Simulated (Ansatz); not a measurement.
## Worked example: ideal-gas entropy of CH2BN (SMILES BC#N)

A singlet with charge 0, relaxed at PBE-D3(BJ)/def2-TZVP (Ansatz 0.2.0):

```xyz
5

B    -0.2193    0.4413   -0.3420
C     0.3521   -0.6955    0.4899
N     0.7913   -1.5692    1.1292
H    -0.7478    0.1884   -1.3841
H    -0.1265    1.5614    0.0657
```

Harmonic wavenumbers in cm⁻¹: 273, 310, 849, 874, 966, 1171, 2214, 2577, 2671.

Masses in u: B 10.81, C 12.011, N 14.007, H 1.008. Take T = 298.15 K, p = 1 bar, R = 8.3145 J/(mol K), kT/hc = 207.22 cm⁻¹, rigid rotor and harmonic oscillator.

**Question.** Compute the standard molar entropy.

**Answer.** 
1. Translation (Sackur–Tetrode): S = R[3/2 ln M + 5/2 ln T − 1.1517] with M = 38.844 gives 154.5 J/(mol K).
2. Rotation: principal moments 2.204, 52.513, 54.717 u Å² give A, B, C = 7.6486, 0.321, 0.3081 cm⁻¹; the symmetry number is σ = 2; q = (√π/σ)√((kT/hc)³/ABC) = 3040; S = R(ln q + 3/2) = 79.1.
3. Vibration: with u = ν̃/207.22, each mode gives R[u/(eᵘ − 1) − ln(1 − e⁻ᵘ)]; the sum is 14.3, most from 273 cm⁻¹ (6.6), 310 cm⁻¹ (5.7), 849 cm⁻¹ (0.7).
4. Electronic: R ln 1 = 0.0, from the spin multiplicity alone.
5. Sum: 154.5 + 79.1 + 14.3 + 0.0 = 247.9 J/(mol K).

No measured value is set beside it here. Where a soft mode is a torsion, a harmonic oscillator describes it poorly.
